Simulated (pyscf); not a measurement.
**Substitution at Si: `[SiH3][PH][SiH3]` + `[H]` [doublet] -> `[SiH4]` + `[SiH3][PH]` [doublet]**

Gas phase, doublet surface, charge 0. Bonds broken: Si1–P2. Bonds formed: Si1–H11. Single points on ωB97X-D3(BJ)/def2-SVP structures (PySCF, gas phase).

Transition state (Å):

```xyz
11

Si    -1.6806     1.1613     0.9600
P      0.0996    -0.3421     1.0445
Si    -0.1518    -1.1020    -1.0571
H     -2.7905     0.1646     0.8486
H     -1.5041     1.8502     2.2727
H     -1.3263     1.9390    -0.2738
H      1.0988     0.6166     0.7051
H     -0.3015    -0.0060    -2.0593
H      1.0298    -1.9353    -1.4210
H     -1.3785    -1.9496    -1.0859
H     -3.0134     2.2829     0.7964
```

One imaginary mode, 613i cm⁻¹; descent along it reached the two sides named.

| bond | change | reactant side (Å) | saddle | product side |
|---|---|---|---|---|
| Si1–P2 | breaks | 2.249 | 2.331 | 3.5 |
| Si1–H11 | forms | 3.5 | 1.750 | 1.492 |

Electronic energies relative to the separated reactants (kJ/mol):

```
level                   barrier  reaction energy  reverse barrier
----------------------  -------  ---------------  ---------------
ωB97X-D3(BJ)/def2-TZVP     23.5            -67.0             90.5
PBE/def2-TZVP             -10.8            -80.9             70.2
r²SCAN/def2-TZVP          -12.4            -90.1             77.7
B3LYP-D3(BJ)/def2-TZVP     -1.8            -97.4             95.7
PBE0-D3(BJ)/def2-TZVP       3.6            -74.0             77.6
M06-2X/def2-TZVP           17.3            -87.2            104.5
ωB97M-D3(BJ)/def2-TZVP     20.2            -87.1            107.3
HF/def2-TZVP               83.1           -111.4            194.5
```

With ωB97M-D3(BJ)/def2-TZVP energies and thermal terms (ideal gas, 1 atm, RRHO with modes under 100 cm⁻¹ raised to 100, one conformer, R ln 2 for chiral ones without a mode under 150 cm⁻¹), in kJ/mol:

```json
[
 {"T (K)": "298", "ΔH‡": "19.4", "ΔG‡": "47.4", "ΔH": "-79.5", "ΔG": "-90.0"},
 {"T (K)": "600", "ΔH‡": "17.6", "ΔG‡": "76.5", "ΔH": "-85.5", "ΔG": "-98.4"},
 {"T (K)": "900", "ΔH‡": "16.2", "ΔG‡": "106.2", "ΔH": "-91.2", "ΔG": "-103.6"},
 {"T (K)": "1200", "ΔH‡": "14.9", "ΔG‡": "136.4", "ΔH": "-96.3", "ΔG": "-106.9"}
]
```

At PBE, r²SCAN, B3LYP-D3(BJ) this geometry lies under the reactants; that is no barrier but a single point on another level's saddle; such a level's own saddle, if it has one, lies nearer that side and is low. One saddle was located; it need not be the lowest between these sides. The angle at the attacked Si is 177°.
